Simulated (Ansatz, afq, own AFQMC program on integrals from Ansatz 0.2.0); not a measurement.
**BN, singlet in 6-31G, levels against full CI**

```xyz
2

B     0.0000    0.0000    0.0000
N     0.0000    0.0000    0.9870
```

Basis 6-31G. Only valence electrons are correlated. Integrals, coupled cluster, full CI and functionals: Ansatz 0.2.0; the random walks run on the same integrals in our own AFQMC program. ph-AFQMC/CISD is guided by a CISD state made of CCSD amplitudes; releasing the constraint for a short imaginary time cuts its bias at the price of noise, slowly where states lie close. Uncertainties: one standard error, sampling alone.

Determinant: UHF, the one that the program's search chose, which needn't be the lowest solution. The geometry is a point of a scan.

Full CI on the same integrals is exact in this basis and with this determinant's frozen core.

Cautions: strong correlation (T1 0.060, weight of the determinant 0.86, largest double 0.15); unrestricted determinant spin contaminated (⟨S²⟩ 1.08 against 0.00); CCSD(T) is in doubt: in a space of 8 electrons in 8 natural orbitals full CI lies 137 meV below it; the CCSDT(Q) amplitudes may be one of several solutions (largest double 0.56); the CCSDTQ amplitudes may be one of several solutions (largest double 0.75); the released energy hasn't reached full CI (25 meV above it at 2.40 1/Eh), so no released level is given (meV from the phaseless value at times in 1/Eh: -8 ± 3 at 0.24, -24 ± 3 at 0.51, -46 ± 4 at 0.99, -53 ± 4 at 1.62, -49 ± 5 at 2.40).

```
T1 diagnostic                               : 0.0599
weight of the determinant in the CISD state : 0.856
⟨S²⟩ of the determinant                     : 1.081
size of the correlated space                : 8 electrons in 16 orbitals
```

```tsv
level	correlation energy (eV)
MP2	-2.8172
CCSD	-3.3402
CCSD(T)	-3.4275
```

Problem. Estimate where phaseless AFQMC with a CISD trial lies against CCSD(T) on the same integrals.

Solution. 9.0 ± 0.4 kJ/mol below CCSD(T).

Reference: full CI, correlation energy -3.595 eV. The cautions show a poor starting determinant, so the rows tell how each method copes with it here, and full CI is the sure value.

```csv
level,E − E(reference) (kJ/mol),share of correlation (%)
CCSD(T),16.1,95.35
CCSDT,5.7,98.36
CCSDT(Q),0.1,99.97
CCSDTQ,0.4,99.89
ph-AFQMC/HF,-6.2 ± 2.1,101.78
ph-AFQMC/CISD,7.2 ± 0.4,97.94
```

CCSDT and higher add their correlation energy to the determinant of the CCSD(T) run, since their own runs factorise the integrals more tightly (a shift of under 2 meV). A walk keeps the symmetry of its determinant, which the program's search chose and which needn't be the lowest solution, so a lower state of the same spin and another symmetry isn't excluded.
